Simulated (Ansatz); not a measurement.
Two shapes of singlet C₃H₆.

Shape 1:

```xyz
9

C     0.8718    0.0000   -0.0001
C    -0.4358    0.7549    0.0001
C    -0.4360   -0.7549   -0.0001
H     1.5125    0.0001    0.8819
H     1.5125    0.0000   -0.8818
H    -0.7562    1.3099   -0.8818
H    -0.7561    1.3099    0.8818
H    -0.7563   -1.3099    0.8818
H    -0.7563   -1.3099   -0.8818
```

Shape 2:

```xyz
9

C     0.8657    0.0000    0.0000
C    -0.4329    0.7497    0.0000
C    -0.4329   -0.7497    0.0000
H     1.4622    0.0000    0.9165
H     1.4622    0.0000   -0.9165
H    -0.7311    1.2663   -0.9165
H    -0.7311    1.2663    0.9165
H    -0.7311   -1.2663    0.9165
H    -0.7311   -1.2663   -0.9165
```

Basis set: cc-pVDZ (spherical functions). Left uncorrelated: 3 orbitals. Charge 0, multiplicity 1.

Computed with Ansatz (development build ahead of 0.2.0); each method stands on the lowest determinant of its kind that the runs found.

Task: Which shape is lower in energy, and by how much in each method?

Result:

| method | E(2) − E(1) (eV) |
| --- | --- |
| RHF | -0.090 |
| RHF-MP2 | -0.091 |

Shape 2 is lower.
